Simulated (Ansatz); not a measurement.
Si–GeH$_{3}$, doublet: vertical spin and charge gaps

Geometry (PBE0/def2-TZVP stationary point for this spin, not checked as a minimum):

```yaml
atoms:
  - { symbol: Si, position_ang: [0.0063, 0.0000, 1.7815] }
  - { symbol: Ge, position_ang: [0.0015, 0.0000, -0.6387] }
  - { symbol: H, position_ang: [-1.5105, 0.0000, -0.9813] }
  - { symbol: H, position_ang: [0.6125, 1.2449, -1.3153] }
  - { symbol: H, position_ang: [0.6125, -1.2449, -1.3153] }
```

Basis cc-pVTZ; Ansatz 0.2.0. Only valence electrons are correlated (noble-gas cores and the filled d shells of p-block atoms frozen). Prefix R: restricted or restricted open-shell reference; prefix U: unrestricted. Active spaces: valence = (11e, 11o) chosen from the atoms' valence shells. No spin–orbit coupling is included, and no scalar relativity.

Gaps are energies of the second state less the first, at fixed atoms, for a selection of the levels run; each method lands on the state that its own search finds for that charge and spin.

Unrestricted rows (U, and Kohn–Sham where it breaks symmetry) aren't spin-pure: their determinants' ⟨S²⟩ exceeds S(S+1) by up to 0.25, so they mix in states of higher spin. A value is left out where its run failed or describes another state than the reference as far as symmetry and spin tell, or, spin-broken singlets apart, can't be checked.

Removing an electron, to the triplet: 8.829 eV at UCCSDT(Q).

```json
{"level": "UMP2", "gap (eV)": "8.573", "error (meV)": "-256", "⟨S²⟩ where 0.1 over S(S+1) (first / second)": "0.98 / –"}
{"level": "UCCSD", "gap (eV)": "8.780", "error (meV)": "-49", "⟨S²⟩ where 0.1 over S(S+1) (first / second)": "0.98 / –"}
{"level": "UCCSDT", "gap (eV)": "8.826", "error (meV)": "-3", "⟨S²⟩ where 0.1 over S(S+1) (first / second)": "0.98 / –"}
{"level": "CASSCF (valence space)", "gap (eV)": "7.961", "error (meV)": "-868", "⟨S²⟩ where 0.1 over S(S+1) (first / second)": "– / –"}
{"level": "NEVPT2 (valence space)", "gap (eV)": "8.557", "error (meV)": "-272", "⟨S²⟩ where 0.1 over S(S+1) (first / second)": "– / –"}
{"level": "r2SCAN", "gap (eV)": "8.792", "error (meV)": "-37", "⟨S²⟩ where 0.1 over S(S+1) (first / second)": "– / –"}
{"level": "B3LYP", "gap (eV)": "8.892", "error (meV)": "63", "⟨S²⟩ where 0.1 over S(S+1) (first / second)": "– / –"}
{"level": "wB97M-V", "gap (eV)": "8.823", "error (meV)": "-6", "⟨S²⟩ where 0.1 over S(S+1) (first / second)": "– / –"}
{"level": "B2PLYP", "gap (eV)": "8.790", "error (meV)": "-39", "⟨S²⟩ where 0.1 over S(S+1) (first / second)": "– / –"}
{"level": "RPA-PBE", "gap (eV)": "9.060", "error (meV)": "231", "⟨S²⟩ where 0.1 over S(S+1) (first / second)": "– / –"}
```

Quartet less doublet: 1.016 eV at UCCSDT(Q).

```
                 level  gap (eV)  error (meV)  ⟨S²⟩ where 0.1 over S(S+1) (first / second)
                   UHF     0.530         -486                                     1.00 / –
                  UMP2     0.780         -236                                     0.98 / –
                 UCCSD     1.009           -7                                     0.98 / –
              UCCSD(T)     1.015           -1                                     0.98 / –
               BCCD(T)     1.019            3                                        – / –
                UCCSDT     1.016            0                                     0.98 / –
CASSCF (valence space)     0.867         -149                                        – / –
               wB97M-V     1.298          282                                        – / –
                B2PLYP     1.185          169                                        – / –
               RPA-PBE     1.163          147                                        – / –
```

Functionals correlate the shells that the reference freezes, so part of their error here is the reference's.

Full CI isn't at hand for all of this; UCCSDT(Q) serves as the reference, and is uncertain by about the last step of the cluster series. The frozen core follows each run's orbitals, which can shift R against U totals by a few meV for light atoms and by up to 0.1 eV past Ca.
